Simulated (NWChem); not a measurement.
# silicon monoxide (SiO, singlet); SMILES O=[Si]

```xyz
2

Si     0.0000     0.0000     0.5487
O      0.0000     0.0000    -0.9601
```
Atoms are numbered in this order, from 1.

All runs: NWChem. Geometry optimised at PBE0-D3(BJ)/def2-TZVP; all other runs use it. Pople sets run with spherical d functions. Low-valent species are run as closed-shell singlets; no triplet was tried in these runs. Vzz has the sign of the potential's second derivative.

| quantity | level | value |
|---|---|---|
| dipole in solution (D) in n-hexane | M06-2X/6-31G*, SMD | ? |
| J(29Si atom 1, 17O atom 2) (Hz) | B3LYP/IGLO-III | -68.4 |
| vertical, lowest excitation, singlet (eV) | LRC-wPBEh/6-31+G*, full TDDFT | 5.54 |
| first 1s excitation (eV), O K edge, unshifted | B3LYP/6-311G**, TDA | 515.8 |
| Vzz O2 (a.u.) | PBE/6-31G* | ? |
| dipole (D) | RPBE/def2-TZVP | ? |
| isotropic polarisability (bohr³) at 589 nm | PBE0/aug-cc-pVDZ | ? |
| highest harmonic frequency (cm⁻¹) | PBE0-D3(BJ)/def2-TZVP | 1277 |

Task: Some entries are withheld; supply them.

Result: 
- dipole in solution (D) in n-hexane, value: 3.08
- Vzz O2 (a.u.), value: -0.674
- dipole (D), value: 2.72
- isotropic polarisability (bohr³) at 589 nm, value: 30.7
